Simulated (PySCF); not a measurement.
Molecule: SMILES [C@H](C#C)(C)N, C4H7N.

Mapped SMILES: `[CH:1]#[C:2][C@@H:3]([CH3:4])[NH2:5]`; H(Xn) means a hydrogen on atom n.

Geometry PBE0-D3(BJ)/def2-SVP throughout; GIAO in PySCF 2.14, gas phase, one conformer, non-relativistic; equivalent atoms averaged; functional PBE0.

Problem. How do the absolute shieldings σ depend on the basis set? (ppm; last column core-seconds on shared hosts with different chips, so compare them loosely)

Solution. 
```tsv
basis set	functions	C1	C2	C3	C4	N5	H(C1)	H(C3)	H(C4)	H(N5)	core-s
STO-3G	32	168.4	172.0	192.0	212.5	279.7	30.17	30.78	31.48	32.77	2.7
6-31G	59	129.9	117.3	159.7	174.0	221.1	30.52	28.73	31.15	32.41	4.6
pcSseg-0	59	110.8	100.8	151.8	165.3	223.6	30.54	29.11	31.27	33.08	6
6-31G*	84	127.4	116.2	155.2	170.0	221.6	30.20	28.01	30.74	31.79	5.3
def2-SVP	105	123.9	110.2	155.6	169.6	227.5	29.63	27.56	30.25	31.27	6.3
cc-pVDZ	105	126.7	112.4	154.9	171.2	227.4	29.50	27.32	30.14	31.18	11
pcSseg-1	120	108.6	93.7	143.3	158.8	214.7	29.24	27.33	30.02	30.87	12
6-311+G(2d,p)	177	113.3	95.9	145.6	162.0	212.8	29.59	27.31	30.31	31.08	15
aug-cc-pVDZ	178	127.8	110.8	154.7	170.6	222.0	29.42	27.19	30.13	30.76	24
def2-TZVP	197	113.8	95.8	144.3	161.4	215.0	29.58	27.34	30.27	31.10	17
IGLO-III	245	108.7	91.0	141.2	158.0	210.1	29.43	27.16	30.16	30.81	36
cc-pVTZ	248	114.2	97.5	145.9	162.3	215.8	29.45	27.14	30.09	30.84	35
pcSseg-2	278	107.9	90.2	140.9	157.9	210.6	29.36	27.10	30.02	30.57	26
```

Problem. Which nucleus moves most, in ppm?

Solution. C2 (alkyne carbon): from 90.2 ppm with pcSseg-2 to 172.0 ppm with STO-3G. The smallest spread is 1.30 ppm, at H(C1). Proton shifts span only some 12 ppm, so a few tenths of a ppm matter as much there as several ppm in carbon.

Problem. Taking the largest basis, pcSseg-2 (278 functions), as the yardstick, rank the others by their worst heavy-atom deviation.

Solution. IGLO-III 0.8 ppm (245 functions), pcSseg-1 4.0 ppm (120 functions), 6-311+G(2d,p) 5.7 ppm (177 functions), def2-TZVP 5.8 ppm (197 functions), cc-pVTZ 7.4 ppm (248 functions), pcSseg-0 13.0 ppm (59 functions), def2-SVP 20.0 ppm (105 functions), aug-cc-pVDZ 20.6 ppm (178 functions), cc-pVDZ 22.3 ppm (105 functions), 6-31G* 26.1 ppm (84 functions), 6-31G 27.1 ppm (59 functions), STO-3G 81.8 ppm (32 functions).

A small basis that lands close on one nucleus may do so by chance; judge by the trend and by all nuclei.
